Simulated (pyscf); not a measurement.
Optimised with ωB97X-D3(BJ)/def2-SVP in PySCF. MP2 and CC: frozen core, UHF for open shells. ΔMP2 is the change of the MP2 total energy from the triple- to the quadruple-zeta basis.

SMILES: Cl[CH2][GeH3]
```xyz
8

Cl    -0.3409     0.0652     1.8355
C     -1.3298    -0.2222     0.3728
Ge    -0.2715     0.2208    -1.2180
H     -2.2314     0.4018     0.4435
H     -1.6371    -1.2771     0.3713
H      0.1381     1.6965    -1.1423
H      0.9737    -0.6737    -1.2468
H     -1.1217    -0.0235    -2.4779
```
Charge 0, spin multiplicity 1.

**Question.** How much does it cost (ΔH, 298 K, CCSD(T)/def2-TZVPP + ΔMP2(QZVPP)) to split Cl–CH₂–GeH₃ at its C–Cl bond into Cl• + •H₂C–GeH₃?

**Answer.** C–Cl to Cl• + •H₂C–GeH₃: 338.5 kJ/mol. Cl–CH₂–GeH₃ lies 157.1 kJ/mol over its isomer H₃C–GeH₂–Cl (electronic energy, ωB97M-D3(BJ)/def2-TZVP). •H₂C–GeH₃ lies 86.0 kJ/mol over its isomer H₃C–GeH₂• (electronic energy, ωB97M-D3(BJ)/def2-TZVP). The CCSD(T) − MP2 part came from Ansatz, without density fitting, on the same reference. The frozen core leaves the outer d or s,p core shells of the metals and heavy elements correlated in the MP2 and CC values, and def2-TZVPP describes them poorly, which can shift differences by a few kcal/mol. Left out: the spin-orbit lowering of Cl. Elements up to Kr have no core potential and no relativistic terms here.
